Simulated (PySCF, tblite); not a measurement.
# C₅H₅O radical: geometry, infrared bands and EPR parameters

Aim: predict the infrared bands and EPR parameters of C₅H₅O radical (`C#C/C(C)=C\[O]`).

Programs: tblite 0.8.0 and PySCF 2.14.0, with density-fitted response routines of our own. Each step states its level of theory. These are calculated values for one molecule in the gas phase, unless marked as measured. Atoms are numbered from 0 throughout.

## 1. The molecule as given

11 atoms, charge 0, multiplicity 2; geometry from: force field or distance geometry start.

Bonds of the start (Å): C0–C1 1.22, C1–C2 1.41, C2–C3 1.50, C2–C4 1.36, C4–O5 1.26, C0–H6 1.05, C3–H7 1.09, C3–H8 1.11, C3–H9 1.09, C4–H10 1.10.

## 2. Relaxing the molecule with GFN2-xTB

The job: settings as JSON, then the geometry in Å.

```
{"job": {"kind": "relax", "xc": "GFN2-xTB", "basis": "xTB"}, "charge": 0, "multiplicity": 2}
C      2.319100    -0.794400     0.490500
C      1.224800    -0.334500     0.218300
C     -0.052200     0.194400    -0.081700
C     -1.256000    -0.672400     0.161800
C     -0.199500     1.445000    -0.583400
O      0.615700     2.357200    -0.891100
H      3.284000    -1.153600     0.707900
H     -1.175700    -1.597400    -0.412100
H     -1.304800    -0.952200     1.232000
H     -2.204000    -0.195000    -0.091300
H     -1.245900     1.705400    -0.776800
```

Run with:

```bash
> OMP_NUM_THREADS=1 python probes_run.py task.json out
```

This one command runs all jobs of the session in turn.

What it wrote:

```text
step      E/eV     max force
  0    -467.21405    4.582
  1    -467.35575    2.710
  2    -467.40878    1.135
  3    -467.42034    1.368
  4    -467.43631    0.532
  5    -467.44571    0.292
  6    -467.45429    0.189
  7    -467.45715    0.180
  8    -467.45993    0.142
  9    -467.46151    0.088
 10    -467.46211    0.072
 11    -467.46244    0.068
 12    -467.46293    0.074
 13    -467.46357    0.092
 14    -467.46424    0.067
 15    -467.46473    0.057
 16    -467.46504    0.049
 17    -467.46526    0.044
 18    -467.46546    0.040
 19    -467.46564    0.038
 20    -467.46579    0.026
 21    -467.46589    0.025
 22    -467.46594    0.016
 23    -467.46596    0.015
 24    -467.46599    0.021
 25    -467.46604    0.036
 26    -467.46611    0.040
 27    -467.46617    0.028
 28    -467.46623    0.021
 29    -467.46629    0.028
 30    -467.46637    0.036
 31    -467.46646    0.037
 32    -467.46652    0.022
 33    -467.46654    0.018
 34    -467.46656    0.014
 35    -467.46658    0.020
 36    -467.46660    0.017
 37    -467.46661    0.007
```

It took 0.1 s on 1 thread of Arm Neoverse V2, shared host.

Relaxation path: (not every step is listed)

```csv
step,energy from step 0 (eV),largest force (eV/Å)
0,0.0000,4.5821
1,-0.1417,2.7099
2,-0.1947,1.1347
3,-0.2063,1.3679
4,-0.2223,0.5318
5,-0.2317,0.2919
6,-0.2402,0.1895
7,-0.2431,0.1798
8,-0.2459,0.1420
10,-0.2481,0.0720
12,-0.2489,0.0742
14,-0.2502,0.0669
16,-0.2510,0.0485
18,-0.2514,0.0400
20,-0.2517,0.0260
22,-0.2519,0.0159
24,-0.2519,0.0210
26,-0.2521,0.0400
28,-0.2522,0.0215
30,-0.2523,0.0359
32,-0.2525,0.0217
33,-0.2525,0.0175
34,-0.2525,0.0145
35,-0.2525,0.0195
36,-0.2526,0.0170
37,-0.2526,0.0071
```

Close pairs (by a distance rule), those that changed most:

```csv
bond,before (Å),after (Å),change (Å)
C2–C4,1.356,1.437,+0.081
C4–O5,1.261,1.218,-0.043
C1–C2,1.414,1.382,-0.033
C2–C3,1.503,1.486,-0.017
C3–H8,1.107,1.091,-0.016
C4–H10,1.096,1.109,+0.013
C0–C1,1.218,1.211,-0.007
C3–H9,1.091,1.087,-0.004
```

The final coordinates are the input of the step that follows.

## 3. Vibrational analysis with GFN2-xTB

The job: settings as JSON, then the geometry in Å.

```
{"job": {"kind": "ir", "xc": "GFN2-xTB", "basis": "xTB"}, "charge": 0, "multiplicity": 2}
C      2.303343    -0.743612     0.468689
C      1.190538    -0.334134     0.221261
C     -0.068626     0.155270    -0.068659
C     -1.258443    -0.700076     0.178379
C     -0.205436     1.481363    -0.604989
O      0.703799     2.256603    -0.842351
H      3.269662    -1.093394     0.681691
H     -1.187352    -1.626504    -0.394607
H     -1.311352    -0.983579     1.231082
H     -2.172899    -0.179750    -0.096368
H     -1.257811     1.770484    -0.800091
```

What it wrote:

```text
mode    cm-1     km/mol
  1      -5.9      0.83
  2     126.1      3.14
  3     168.7     10.28
  4     225.9      2.69
  5     280.0      2.22
  6     424.9      3.47
  7     435.5      4.90
  8     592.6      7.04
  9     593.4     15.21
 10     678.3     18.64
 11     805.6     22.12
 12     858.0      3.74
 13     986.9      6.77
 14     991.8     28.47
 15    1252.5     36.40
 16    1319.3     36.45
 17    1385.1     25.76
 18    1400.8      7.96
 19    1445.4      7.58
 20    1465.1     11.61
 21    1631.4    275.54
 22    2149.9     15.11
 23    2747.4    155.28
 24    2974.6      8.33
 25    2996.7      6.76
 26    3042.8     14.85
 27    3386.9     15.04
```

Wall time 0.14 s (1 thread of Arm Neoverse V2, shared host).

Which atoms move in the most intense modes:

| cm⁻¹ | km/mol | atoms |
| --- | --- | --- |
| 678 | 18.6 | H6 49 %, C3 17 % |
| 806 | 22.1 | C4 39 %, C0 19 %, C3 13 %, C1 12 % |
| 992 | 28.5 | H9 39 %, C3 18 %, H7 15 %, H8 13 % |
| 1252 | 36.4 | C2 62 %, C3 13 %, H10 12 % |
| 1319 | 36.5 | C2 63 %, C4 15 % |
| 1385 | 25.8 | H7 27 %, H8 27 %, C3 19 %, H9 15 % |
| 1631 | 275.5 | C4 60 %, O5 38 % |
| 2747 | 155.3 | H10 94 % |

## 4. EPR parameters: B3LYP/pcH-1

The job, as its differences from that of step 3:

```diff
@@ -1,2 +1,2 @@
-{"job": {"kind": "ir", "xc": "GFN2-xTB", "basis": "xTB"}, "charge": 0, "multiplicity": 2}
+{"job": {"kind": "epr", "basis": "pcH-1"}, "charge": 0, "multiplicity": 2}
 C      2.303343    -0.743612     0.468689
```

Method: UKS B3LYP, pcH-1 on C H O, non-relativistic, mean-field spin-orbit, GIAO.

What it wrote:

```text
UKS, coarse grid
  cycle   1  E = -268.51687366  |g| = 6.13e-01
  cycle   2  E = -267.27198433  |g| = 1.67e+00
  cycle   3  E = -268.63158723  |g| = 2.58e-01
  cycle   4  E = -268.66853267  |g| = 8.69e-02
  cycle   5  E = -268.67241311  |g| = 2.67e-02
  cycle   6  E = -268.67283610  |g| = 1.19e-02
  cycle   7  E = -268.67297634  |g| = 4.92e-03
  cycle   8  E = -268.67300854  |g| = 4.31e-03
  cycle   9  E = -268.67302075  |g| = 2.00e-03
  cycle  10  E = -268.67302346  |g| = 1.05e-03
  cycle  11  E = -268.67302455  |g| = 2.85e-04
UKS, final grid
  cycle   1  E = -268.67301433  |g| = 4.80e-04
  cycle   2  E = -268.67301401  |g| = 1.02e-03
  cycle   3  E = -268.67301445  |g| = 7.71e-05
  cycle   4  E = -268.67301446  |g| = 5.11e-05
  cycle   5  E = -268.67301446  |g| = 4.39e-05
  cycle   6  E = -268.67301446  |g| = 1.21e-05
E = -268.67301446 Eh   <S^2> = 0.7701 (exact 0.7500)
g shifts (ppm)      1          2          3
  rmc          -184       -184       -184
  gc            -11         28         35
  oz_so           0       2056       5063
  total        -194       1900       4914
hyperfine (MHz)  atom isotope    a_iso     a_fc   dipolar eigenvalues
    0   13C      32.31      32.31    -33.04    -24.73     57.77
    1   13C     -51.06     -51.06    -16.39     -0.91     17.30
    2   13C      53.59      53.59    -51.33    -50.43    101.76
    3   13C     -23.25     -23.25     -1.87      0.19      1.68
    4   13C     -33.39     -33.39    -10.32      2.28      8.04
    5   17O     -17.08     -17.08    -80.64     40.19     40.45
    6    1H     -30.80     -30.80    -14.51     -1.88     16.39
    7    1H      79.22      79.22     -3.52     -2.13      5.65
    8    1H      79.09      79.09     -3.52     -2.13      5.66
    9    1H       1.17       1.17     -2.99     -2.64      5.63
   10    1H      -1.91      -1.91     -4.11     -2.07      6.18
```

Run time: 25 s. Hardware: 1 thread of Arm Neoverse V2, shared host; peak memory 0.78 GiB.

Principal g values 2.00212, 2.00422, 2.00723; g(iso) = 2.00453, against 2.00232 for a free electron.

Mean a(iso) over the nuclei that a row names, and the largest dipolar term of the row (other rows stand at the frozen geometry):

| nuclei | isotope | a(iso) (MHz) | a(iso) (G, at g = 2.0023) | largest dipolar term (MHz) |
| --- | --- | --- | --- | --- |
| C2 | 13C | 53.6 | 19.1 | 101.8 |
| H7, H8, H9 | 1H | 53.2 | 19.0 | 5.7 |
| C1 | 13C | -51.1 | -18.2 | 17.3 |
| C4 | 13C | -33.4 | -11.9 | -10.3 |
| C0 | 13C | 32.3 | 11.5 | 57.8 |
| H6 | 1H | -30.8 | -11.0 | 16.4 |
| C3 | 13C | -23.2 | -8.3 | -1.9 |
| O5 | 17O | -17.1 | -6.1 | -80.6 |
| H10 | 1H | -1.9 | -0.7 | 6.2 |

Mulliken spin populations:

```csv
atom,value (e)
C0,0.40
C1,-0.20
C2,0.62
C3,-0.05
C4,-0.09
O5,0.26
H6,-0.02
H7,0.03
H8,0.03
H9,0.00
H10,0.00
```

In first order the couplings over 0.8 MHz of 1H give 16 distinct lines over 68.5 G, if the averaged nuclei exchange fast.

Orbitals, density, ELF and potential are computed afterwards from the orbital file.

ELF in a plane through or near 9 of the atoms.

Ten even steps from ' ' (0.00) to '@' (1.00):
```
                                                        
                                                        
                          ..::..                        
                      ..==**##**--                      
                    ..**%%%%@@##::                      
                    ..##@@++++**....++**::              
                      --**##%%--##@@@@@@##              
            ..--++==::    ::::==%%@@@@@@**              
          ::--++**##**==--==@@##++####==                
      ..##@@@@##==%%**..%%==::++..                      
      ==@@@@@@**@@++==::%%****@@**%%@@@@@@--            
      ::%%@@@@%%**%%%%**==::**..==@@@@@@@@**            
        --##**++**####++..  ==::::**%%@@%%--            
              ..--==--      ==**++--......              
                            ......                      
                                                        
                                                        
                                                        
                                                        
                                                        
```
The map spans 12.2 Å across and 10.2 Å up, centred on the molecule. Atoms in the plane (x, y in Å): C0 (-2.5, -0.2), C1 (-1.3, -0.1), C2 (0.1, 0.1), C3 (1.0, -1.0), C4 (0.6, 1.5), O5 (0.0, 2.5), H6 (-3.5, -0.3), H9 (2.1, -0.7), H10 (1.7, 1.5).

On the surface of density 0.002 e/bohr³ the electrostatic potential runs, from the 1st to the 99th percentile, from -1.81 V near O5 to 1.66 V near H6.

The spin density lies nearest to C2 35 %; C0 22 %; O5 18 %; C1 8 % (beta excess).

## 5. Outcome

```
                                 quantity                  value
strongest single infrared mode (GFN2-xTB)  1631 cm⁻¹, 276 km/mol
             zero-point energy (GFN2-xTB)          49.1 kcal/mol
                           g(iso) (B3LYP)                2.00453
                                     ⟨S²⟩     0.770 (exact 0.75)
       largest a(iso) (averaged by class)    13C on C2, 53.6 MHz
    surface potential, 1st and 99th percentile     -1.81 V and 1.66 V
```

In words: Relaxing lowered the energy by 0.253 eV in 37 steps; the close pair that moved most is C2–C4, from 1.356 to 1.437 Å. The lowest mode is slightly imaginary (6i cm⁻¹), a soft motion within the noise of the Hessian, so the minimum is not strictly shown. The strongest single mode, at 1631 cm⁻¹, moves mainly C4 and O5. GFN2-xTB is a fitted tight-binding method: band positions and strengths are rough. Its intensities can rank the bands wrongly. C2 carries the largest spin population, 0.62 e. The isotropic g lies 2.2 ppt above the free-electron value.
